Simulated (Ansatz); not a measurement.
For 1T (CdI2-type) TaS₂ (undistorted form, which takes a superstructure on cooling), LDA (plane waves, PAW; Ansatz, an electronic-structure program) gives:

| Property | Result |
|---|---|
| lattice parameter a | 3.293 Å |
| c axis length | 5.726 Å |
| bulk modulus B0 | 45.4 GPa |
| cohesive energy | 6.90 eV/atom |

### Question
What does PBEsol (PAW; Ansatz) give for the same quantities?

### Answer

- lattice constant a: 3.320 Å (increases by 0.8 %)
- lattice parameter c: 5.942 Å (grows by 3.8 %)
- bulk modulus: 25.3 GPa (falls by 44 %)
- cohesive energy: 6.33 eV/atom (falls by 0.57 eV/atom)

Changes are worked out from the printed values.

Unless a cell is named, each level is at its own relaxed cell (LDA 17.93, PBEsol 18.90 Å³/atom).

Levels without +SOC leave out spin–orbit coupling, which shifts energies and cells of such heavy elements.

Caveats: LDA has no dispersion term either, though it tends to give short spacings of layers, chains or molecules (LDA); the bulk modulus is −V dP/dV from two relaxed cells at ±2 % in volume (LDA, PBEsol); the cell comes from a level without a dispersion term, which matters for the spacing of layers, chains or molecules (PBEsol). Ansatz's density-functional and Hartree–Fock values are scalar-relativistic unless marked +SOC, with PAW data made under PBE.
